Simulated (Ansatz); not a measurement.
System: NaCl, charge 0, singlet. NaCl (SMILES [Na][Cl]).
B3LYP-D3(BJ)/def2-TZVP minimum from Ansatz (a first-principles code):
```xyz
2

Na     0.0000     0.0000    -1.4348
Cl     0.0000     0.0000     0.9284
```

Quantity: atomisation energy (electronic, to ground-state atoms), in kcal/mol. UHF or UKS for unpaired electrons; spin-orbit terms are left out. Correlated methods leave the cores frozen. No relativity. CBS(X,Y): correlation extrapolated as X^-3, Hartree-Fock from the larger set. A bracket is a step between two methods taken in the basis named. Full CI freezes restricted core orbitals, also for open shells; the composite that ends in it estimates full CI at the basis-set limit. For partners of very few electrons the exact lower level stands in for a higher one.

CCSD(T)/CBS(def2-TZVPP,def2-QZVPP) + [CCSDT(Q) - CCSD(T)]/def2-QZVPP + [FCI - CCSDT(Q)]/def2-SVP (Ansatz) gives 99.8 kcal/mol.

Task: What does PBE/def2-TZVPD (Ansatz) give here, and how do the other levels compare?

Result: PBE gives 94.4 kcal/mol, 5.4 kcal/mol below it. Differences of the others: r2SCAN/def2-TZVPD (Ansatz) -2.5; PBE0/def2-TZVPD (Ansatz) -6.2; CCSD(T)/CBS(def2-TZVPP,def2-QZVPP) (Ansatz) 0.0 kcal/mol. Nearer than PBE: r2SCAN/def2-TZVPD, CCSD(T)/CBS(def2-TZVPP,def2-QZVPP).
